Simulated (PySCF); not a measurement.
C₂F₃N.
Numbering: `[C-:1]#[N+:2][C:3]([F:4])([F:5])[F:6]`

The closed-shell ground state was solved at several levels (PySCF, density fitting, gas phase, non-relativistic). Geometry: PBE0-D3(BJ)/def2-SVP; no solvent, vibrations or thermal averaging.

| level | basis functions | HOMO (eV) | LUMO (eV) | gap (eV) | dipole (D) |
| --- | --- | --- | --- | --- | --- |
| PBE0/pcSseg-2 | 216 | -10.02 | -0.91 | 9.11 | 1.05 |
| BP86/pcSseg-2 | 216 | -8.41 | -2.11 | 6.30 | 1.26 |
| B3LYP/pcSseg-2 | 216 | -9.77 | -1.21 | 8.56 | 1.04 |
| B97-D/pcSseg-2 | 216 | -8.36 | -1.94 | 6.42 | 1.19 |
| LC-wPBE/pcSseg-2 | 216 | -13.07 | 1.54 | 14.61 | 1.03 |
| B3LYP/def2-SVPD | 129 | -9.68 | -1.21 | 8.47 | 1.06 |
| B3LYP/pcJ-1 | 162 | -9.68 | -1.06 | 8.62 | 0.92 |
| CAM-B3LYP/pcSseg-2 | 216 | -11.62 | 0.26 | 11.88 | 0.97 |
| PBE/pcSseg-2 | 216 | -8.29 | -2.04 | 6.25 | 1.27 |

Question: Estimate the row for B97-2/pcSseg-2, a basis of 216 functions; the other rows only guide the guess.

Answer: HOMO -9.74 eV, LUMO -0.97 eV, gap 8.77 eV, dipole 1.04 D.

Question: Over all these levels, which gives the widest orbital gap and which the narrowest?

Answer: LC-wPBE/pcSseg-2 (range-separated hybrid) has the widest, 14.61 eV, and PBE/pcSseg-2 (GGA) the narrowest, 6.25 eV. The two share the basis. From the narrowest to the widest the HOMO moves by -4.78 eV and the LUMO by +3.58 eV.

Question: How much does the basis alone move the frontier levels among the 3 B3LYP rows?

Answer: The HOMO by 0.09 eV and the LUMO by 0.15 eV. By rising basis size (HOMO, LUMO in eV): def2-SVPD -9.68, -1.21; pcJ-1 -9.68, -1.06; pcSseg-2 -9.77, -1.21.

Question: In the pcSseg-2 basis, how does the gap go with the fixed share of exact exchange?

Answer: PBE (0 %) 6.25 eV; BP86 (0 %) 6.30 eV; B97-D (0 %) 6.42 eV; B3LYP (20 %) 8.56 eV; B97-2 (21 %) 8.77 eV; PBE0 (25 %) 9.11 eV. Each rise in the share widens the gap here.

Question: How far do the dipole and the HOMO energy spread over the levels?

Answer: The dipole runs from 0.92 to 1.27 D (mean 1.08 D) and the HOMO from -13.07 to -8.29 eV.
